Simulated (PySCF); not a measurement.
Compound: monochlorosilylene, ClHSi (singlet state).
SMILES with atom numbers: `[SiH:1][Cl:2]` (hydrogens: H3 on Si1)

Computed by this run: PySCF 2.14.0, PBE0-D3(BJ)/def2-TZVP geometry optimisation, gas phase; density fitting, grid level 2; the optimiser is geomeTRIC in internal coordinates, started from a GFN2-xTB structure with every atom displaced at random (about 0.01 Å).

Step 0: E = -20409.2679 eV
```
atom  x, y, z in Å  |  force x, y, z in eV/Å
Si1    -0.1619    0.7180   -0.0580   -0.340   1.235   0.025
Cl2     1.5974   -0.2957   -0.0799    0.569  -0.548  -0.012
H3     -1.1023   -0.4364   -0.0799   -0.229  -0.687  -0.013
```

Step 1: E = -20409.3041 eV
```
atom  x, y, z in Å  |  force x, y, z in eV/Å
Si1    -0.1919    0.7871   -0.0566    0.378  -0.387  -0.009
Cl2     1.5945   -0.3327   -0.0806   -0.342   0.286   0.007
H3     -1.0695   -0.4685   -0.0805   -0.036   0.101   0.002
```

**Question.** Estimate the geometry and energy of step 2. (The exact step hangs on the optimiser's Hessian estimate; all steps are aligned on step 1, rigid shifts and turns removed.)

**Answer.** E = -20409.3112 eV, largest force 0.263 eV/Å
```
atom  x, y, z in Å  |  force x, y, z in eV/Å
Si1    -0.1834    0.7718   -0.0569    0.226  -0.122  -0.003
Cl2     1.6013   -0.3233   -0.0804   -0.229   0.130   0.004
H3     -1.0847   -0.4625   -0.0804    0.004  -0.008  -0.001
```

The energy changes by -0.0071 eV. The first-order estimate −F·Δx gives -0.0107 eV and the mean of the old and new forces, exact on a quadratic surface, -0.0070 eV. The step makes an angle of 56° with the force vector and moves no atom by more than 0.018 Å.

The cost below is that of the whole optimisation. On one thread of an Intel Xeon 6975P-C, shared host with 192 logical CPUs at a one-minute load of 27, this took 4.3 s of wall time and 0.33 GiB of memory at its peak.
